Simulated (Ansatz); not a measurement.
**A cut through the energy surface**

SiH4O (SMILES O[SiH3]), singlet, at its PBE0-D4/def2-TZVP minimum:

| atom | x (Å) | y (Å) | z (Å) |
| --- | --- | --- | --- |
| O1 | 0.6367 | -1.0303 | 0.4190 |
| Si2 | -0.0357 | 0.3465 | -0.1870 |
| H3 | 0.0691 | -1.6292 | 0.9047 |
| H4 | -1.1283 | 0.0457 | -1.1528 |
| H5 | 1.0605 | 1.0649 | -0.8756 |
| H6 | -0.6023 | 1.2024 | 0.8917 |

The bond length Si2–H4 (1.489 Å at the minimum) is set to the values below, the two halves moving rigidly along the bond. Each method's energies count from its own value at the PBE0-D4 minimum structure. Computed with Ansatz 0.2.0 (basis: def2-TZVPP); correlated methods freeze the cores.

CCSD(T) energies along the scan:
```
bond length (Å)  CCSD(T) (kcal/mol)
          1.221               21.36
          1.284               11.06
          1.376                2.73
          1.483               -0.01
          1.602                2.51
          1.730                9.03
          1.866               18.18
          2.009               28.75
          2.159               39.83
```
They count from the CCSD(T) energy at the PBE0-D4 minimum.

Minimum and curvature along this coordinate at CCSD(T): A fifth-order fit through the nearest points gives 1.482 Å, with a curvature of about 18 eV/Å².

Question: Treat the two halves as rigid bodies and work out the harmonic wavenumber of this stretch from that curvature (ν̃ = 521.5 √(k/μ) cm⁻¹ with k in eV/Å² and μ in u).

Answer: The halves weigh 47.11 and 1.01 u, so μ = 47.11 × 1.01/48.12 = 0.989 u and ν̃ = 521.5 √(18/0.989) ≈ 2200 cm⁻¹. A true normal mode mixes in other motions, so this is a guide only.

Largest difference from the CCSD(T) curve over the scan: PBE-D4 4.70; r2SCAN-D4 1.31; PBE0-D4 1.11; wB97M-V 1.33 kcal/mol. Each curve counts from its own value at the minimum.

No T1 diagnostic of these runs exceeds 0.015.

For scale, one of the runs: CCSD(T)/def2-TZVPP, 129 basis functions (an equivalent command: `ansatz run in.yaml --threads 2`). The run took 2.7 s on 2 CPU threads (shared host), with 0.68 GiB of host memory at its peak.
